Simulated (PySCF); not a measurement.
**TDDFT excited states: C2H3N**

Compound: acetonitrile, C₂H₃N.
SMILES: `CC#N`

Method: TDDFT CAM-B3LYP/def2-SVPD, vertical, gas phase, core orbitals frozen in the response (PySCF 2.14.0, density-fitted response routines). Geometry: GFN2-xTB; no solvent, vibrations or thermal averaging.

**Question.** Predict the UV-vis stick spectrum at this level.

**Answer.** 

```tsv
state	E (eV)	E (kJ/mol)	λ (nm)	f	|μ| (D)	symmetry	main configurations (H = HOMO, L = LUMO)
S1	7.93	765	156.4	0.0000	0.00	–	H-1/H→L+1/L+2 (≥68%)
S2	8.27	798	149.8	0.0018	0.24	–	H-1/H→L+1/L+2 (≥76%)
S3	8.27	798	149.8	0.0017	0.23	–	H-1/H→L+1/L+2 (≥76%)
S4	8.79	848	141.0	0.0024	0.27	E	H-1/H→L (≥92%)
S5	8.79	848	141.0	0.0024	0.27	E	H-1/H→L (≥92%)
S6	9.64	930	128.7	0.019	0.71	E	H-2→L+1/L+2 (≥91%)
S7	9.64	930	128.7	0.019	0.71	E	H-2→L+1/L+2 (≥91%)
S8	9.94	959	124.7	0.030	0.89	A1	H-2→L (88%), H-2→L+3 (10%)
```

Triplets (Tamm–Dancoff): T1 6.55 eV, H-1/H→L+1/L+2 (≥64%); T2 7.14 eV, H-1/H→L+1/L+2 (≥78%); T3 7.14 eV, H-1/H→L+1/L+2 (≥78%).

The lowest singlet comes at 156 nm (765 kJ/mol) in the vacuum ultraviolet; it is dark (f under 0.0005); its leading configuration is HOMO-1/HOMO→LUMO+1/LUMO+2 (≥68%). The strongest level in the table is S6/S7 at 9.64 eV (129 nm, f = 0.037 summed). S2/S3, S4/S5 and S6/S7 lie within about 0.01 eV of each other in each set; the point group C3v has degenerate representations, and within a degenerate level the listed configurations can mix freely. Löwdin shares by element: HOMO (one of a set within 0.03 eV) nitrogen 47%, carbon 46%; LUMO carbon 65%, hydrogen 22% or more. Of the 8 states listed, 3 reach f = 0.01 and 1 stays under 0.0005. Weighted by f, the mean energy of these states is 9.64 eV. The oscillator strengths of these states sum to 0.075; summed over the whole spectrum of an exact calculation they would give the number of electrons, 22 (Thomas–Reiche–Kuhn). No computed singlet lies in the visible range (380 to 750 nm); the lowest, at 156 nm, stands 4.66 eV above its violet end (3.26 eV). Symmetry labels in C3v follow from the direction of the transition dipole and are given only for states with f of 0.002 or more. Orbitals of the list HOMO-3 to LUMO+2 that lie within 0.01 eV of each other are written together with a slash and their weights summed (≥ marks a lower bound); for degenerate orbitals outside that list single weights are arbitrary. Singlets were solved by full linear response, triplets in the Tamm–Dancoff approximation.
